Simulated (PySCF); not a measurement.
A geometry optimisation on nitrosyl fluoride, `O=NF`.

Method: PBE0-D3(BJ)/def2-SVP geometry optimisation, gas phase (PySCF 2.14.0). Start geometry: GFN2-xTB. A driver script takes a list of jobs; this job's settings line and coordinates (Å) are shown.

Command:
```bash
OMP_NUM_THREADS=1 python probes_run.py task.json out
```

Input:
```
{"job": {"xc": "PBE0", "basis": "def2-SVP", "d3": "d3bj", "grid": 1, "shake": 0.01, "kind": "geom"}, "charge": 0, "multiplicity": 1}
O     -0.984020    -0.310300     0.001180
N     -0.163590     0.472530    -0.013640
F      1.153630    -0.197170    -0.006720
```

Output:
```
step   0  E = -229.29604501  max force = 0.010346
step   1  E = -229.26702760  max force = 0.274634
step   2  E = -229.29185282  max force = 0.076565
step   3  E = -229.29570179  max force = 0.027600
step   4  E = -229.29631850  max force = 0.003181
step   5  E = -229.29634223  max force = 0.001834
step   6  E = -229.29635097  max force = 0.001225
step   7  E = -229.29635238  max force = 0.000431
step   8  E = -229.29635270  max force = 0.000076
optimisation converged
```

Energies in Eh; «max force» is the largest Cartesian gradient component in Eh/bohr.

**Question.** How much energy does the optimisation release, in eV?

**Answer.** E(step 0) − E(last step) = 0.000308 Eh, which is 0.008 eV.

Summary of the converged run: final energy -229.29635 Eh after 8 steps; dipole 0.98 D.

**Question.** Give the final coordinates.

**Answer.** 0.012 Å rms from the input after alignment:
```
atom  x, y, z in Å
O1    -0.3978    0.8989   -0.2890
N2     0.4547    0.1757   -0.0853
F3    -0.0553   -1.1085    0.3556
```

The run took 3.3 s wall on one thread of an Intel Xeon Platinum 8559C, no GPU, shared host with 192 logical CPUs at a one-minute load of 31, and the process peaked at 0.26 GiB of memory.
Labels such as C1 count atoms from 1, the log's own numbers from 0.
